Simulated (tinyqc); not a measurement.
A ladder of methods, and size consistency: correlation methods against full CI in the sto-3g basis, for BH3, spin multiplicity 1. Computed by the program tinyqc with PySCF. 

Geometry (angstrom):
```
atom        x        y       z
B      0.0000   0.0000  0.0040
H      1.1750   0.0000  0.0000
H     -0.5880   1.0180  0.0000
H     -0.5880  -1.0180  0.0000
```

RHF energy of one = -26.070237 hartree

All electrons correlated; +Q is the Davidson correction (1 - c0^2) E_corr. The last columns treat two copies 100 angstrom apart as one system. FCI is the lowest singlet.

Correlation energies (hartree):
```
method   E_corr of one  share of FCI (%)  E_corr of two at 100 angstrom  two minus twice one (mhartree)
MP2           -0.03584            68.812                       -0.07168                           0.000
CISD          -0.05079            97.515                       -0.09879                           2.782
CISD+Q        -0.05226           100.339                       -0.10406                           0.457
CCSD          -0.05172            99.309                       -0.10345                           0.000
CCSD(T)       -0.05195            99.745                       -0.10390                           0.000
FCI           -0.05208           100.000                              -                               -
```

MP2 recovers 69 %, CISD 97.5 % and CCSD 99.3 % of the FCI value (c0^2 = 0.971 in CISD). MP2 and coupled cluster are size consistent, so their last column vanishes; CISD loses 2.78 mhartree, since a double excitation on each copy is a quadruple of the pair, and the Davidson correction leaves +0.46.
